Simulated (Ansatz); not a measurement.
Results of PBE (Ansatz, a program for electronic structure, plane waves, PAW) for 1T (CdI2-type) SnSe2.

Numerical settings: plane-wave cutoff 520 eV, 12×12×6 k mesh (along the axes of the cell as run), scalar-relativistic PAW data made under PBE.

Computed at the level's own relaxed cell.

### Question
Predict the elastic constant C44, elastic constant C13, Voigt–Reuss–Hill bulk modulus, elastic constant C12, Young modulus, elastic constant C11, elastic constant C33 and elastic constant C66.

### Answer

* **elastic constant C44**: 1.19 GPa
* **elastic constant C13**: 1.76 GPa
* **Voigt–Reuss–Hill bulk modulus**: 13.5 GPa
* **elastic constant C12**: 20.7 GPa
* **Young modulus**: 22.8 GPa
* **elastic constant C11**: 83.8 GPa
* **elastic constant C33**: 2.63 GPa
* **elastic constant C66**: 31.6 GPa

Note: the cell comes from a level without a dispersion term, which matters for the spacing of layers, chains or molecules; the cell has widely spaced layers and the level no dispersion term, so their spacing and the moduli can rest on weak binding.

Elastic constants are with the ions relaxed.

Spin–orbit coupling is not included.

Static lattice: no zero-point or thermal effects.
